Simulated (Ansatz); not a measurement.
# SiN2H6 (SMILES NN[SiH3]): BHLYP/6-311+G(d,p)

What is the vertical electron affinity of SiN2H6 at BHLYP/6-311+G**? 

Program for the calculation: Ansatz 0.2.0.

38 further runs of the same task are left out: 38 set aside as unsound or not needed.

## (1) Starting point

SiN2H6 has 9 atoms, charge 0, and is taken as a singlet. SMILES: `NN[SiH3]`. The coordinates come from a PBE0-D4/def2-TZVP relaxation. This is one conformer, not always the lowest.

Bond lengths: N1–N2 1.407 Å, N2–Si3 1.714 Å, N1–H4 1.014 Å, N1–H5 1.013 Å, N2–H6 1.005 Å, Si3–H7 1.494 Å, Si3–H8 1.491 Å, Si3–H9 1.486 Å. Some angles: N1–N2–Si3 123.5°, N1–N2–H6 112.1°, Si3–N2–H6 123.5°, N2–N1–H4 110.8°, N2–N1–H5 110.1°, N2–Si3–H7 112.3°, N2–Si3–H8 110.9°, N2–Si3–H9 107.1°, H4–N1–H5 108.5°, H7–Si3–H8 106.4°.

## (2) A single-point energy at BHLYP/6-311+G(d,p)

Contents of molecule.yaml:

```yaml
crystal:
  periodic: [false, false, false]
  atoms:
    - symbol: N
      position_ang: [-0.558800, 0.925000, -1.203100]
    - symbol: N
      position_ang: [-0.285500, 0.708200, 0.159700]
    - symbol: Si
      position_ang: [0.408400, -0.736600, 0.767500]
    - symbol: H
      position_ang: [0.267900, 0.761300, -1.767500]
    - symbol: H
      position_ang: [-1.290500, 0.297600, -1.515600]
    - symbol: H
      position_ang: [-0.377500, 1.549300, 0.701800]
    - symbol: H
      position_ang: [1.729200, -1.040000, 0.139600]
    - symbol: H
      position_ang: [-0.469800, -1.907300, 0.484500]
    - symbol: H
      position_ang: [0.576500, -0.557300, 2.233000]
basis:
  gaussian:
    orbitals: 6-311+G_st__st_-spherical.json
accuracy: high
output: {orbitals: {seedname: orbitals}}
hamiltonian:
  xc: {name: BHLYP}
```

The basis set 6-311+G** is read from a file made from the Basis Set Exchange's data (not shown).

The run is started by

```console
$ ansatz run molecule.yaml --threads 1 --pin off --max-ram 3480MiB --events-out events.jsonl --progress --plain --runs-dir runs
```

What it wrote:

```text
Warning: RAYON_NUM_THREADS=1 ignored (pool sized by the plan → 1); use --threads N
Functional definition: BHLYP
  name "BHLYP"
  parameter a = 0.5
  exchange = (1 - a)*b88_x + a*exact_x
  correlation = lyp_c
2142 factors; integrals over basis functions are off by at most 4.4e-9 eV
mean field evaluation 1: about -10948.7736 eV, gradient 5.0e1 eV
mean field evaluation 2: about -10947.2851 eV, gradient 5.6e1 eV
mean field evaluation 4: about -10953.6257 eV, gradient 1.1e0 eV
mean field evaluation 8: about -10953.9086 eV, gradient 2.1e-1 eV
mean field evaluation 16: about -10953.9087 eV, gradient 3.5e-5 eV
mean field -10953.90868167 eV, -402.5487192253 hartree, gradient 1.3e-8 eV, S^2 0.000000; 0 other end points of the search recorded, 0 dependent functions left out
reference -10953.90871297 eV, -402.5487203758 hartree; 17, 17 occupied and 93, 93 virtual orbitals, 2142 factors
Total energy: -10953.90871297 eV, -402.5487203758 hartree
```

Wall time 9.6 s (1 thread of Arm Neoverse V2, shared host); peak memory 0.35 GiB.

## (3) The doublet anion at the same level

Contents of run.yaml:

```yaml
crystal:
  periodic: [false, false, false]
  atoms:
    - symbol: N
      position_ang: [-0.558800, 0.925000, -1.203100]
    - symbol: "N"
      position_ang: [-0.285500, 0.708200, 0.159700]
    - symbol: Si
      position_ang: [0.408400, -0.736600, 0.767500]
    - symbol: H
      position_ang: [0.267900, 0.761300, -1.767500]
    - symbol: H
      position_ang: [-1.290500, 0.297600, -1.515600]
    - symbol: H
      position_ang: [-0.377500, 1.549300, 0.701800]
    - symbol: H
      position_ang: [1.729200, -1.040000, 0.139600]
    - symbol: H
      position_ang: [-0.469800, -1.907300, 0.484500]
    - symbol: H
      position_ang: [0.576500, -0.557300, 2.233000]
basis:
  gaussian: {orbitals: 6-311+G_st__st_-spherical.json}
total_charge: -1
magnetization: {spin_polarized: true, initial_magnetization: 1}
hamiltonian: {xc: {name: BHLYP}}
accuracy: high
output: {orbitals: {seedname: orbitals}}
```

The basis set 6-311+G** is read from a file made from the Basis Set Exchange's data (not shown).

The run is started by

```console
$ ansatz run run.yaml --threads 1 --pin off --max-ram 3480MiB --events-out events.jsonl --progress --plain --runs-dir runs
```

What it wrote:

```text
Warning: RAYON_NUM_THREADS=1 ignored (pool sized by the plan → 1); use --threads N
[... 5 set-up lines as earlier in the session ...]
2142 factors; integrals over basis functions are off by at most 4.4e-9 eV
mean field evaluation 1: about -10951.3072 eV, gradient 1.5e1 eV
mean field evaluation 2: about -10951.9856 eV, gradient 1.2e1 eV
mean field evaluation 4: about -10952.5349 eV, gradient 5.2e-1 eV
mean field evaluation 8: about -10952.6295 eV, gradient 2.4e-1 eV
mean field evaluation 16: about -10952.6590 eV, gradient 1.0e-1 eV
mean field evaluation 32: about -10952.6742 eV, gradient 3.1e-3 eV
mean field evaluation 64: about -10952.6379 eV, gradient 4.3e-1 eV
mean field -10952.67415436 eV, -402.5033511835 hartree, gradient 5.2e-8 eV, S^2 0.750437; 6 other end points of the search recorded, 0 dependent functions left out
reference -10952.67417836 eV, -402.5033520655 hartree; 18, 17 occupied and 92, 93 virtual orbitals, 2142 factors
Total energy: -10952.67417836 eV, -402.5033520655 hartree
```

Wall time 43 s (1 thread of Arm Neoverse V2, shared host); peak memory 0.49 GiB.

## (4) Results

Level: BHLYP/6-311+G**.

| quantity | value |
| --- | --- |
| singlet SiN2H6: total energy | -402.54872 Eh |
| singlet SiN2H6: HOMO energy | -8.38 eV |
| singlet SiN2H6: LUMO energy | 0.44 eV |
| singlet SiN2H6: HOMO–LUMO gap | 8.82 eV |
| doublet anion: total energy | -402.50335 Eh |
| doublet anion: HOMO energy (highest over α and β) | 2.03 eV |
| doublet anion: LUMO energy (lowest over α and β) | 3.84 eV |
| doublet anion: ⟨S²⟩ | 0.750 |
| vertical electron affinity (to the doublet anion) | -1.235 eV |

What this shows: The anion lies 1.23 eV (28 kcal/mol) above the neutral: the electron isn't bound at this level, and such a value depends on the basis. The HOMO (doublet anion) lies at positive energy, 2.03 eV; only total energies tell whether the electron is bound.
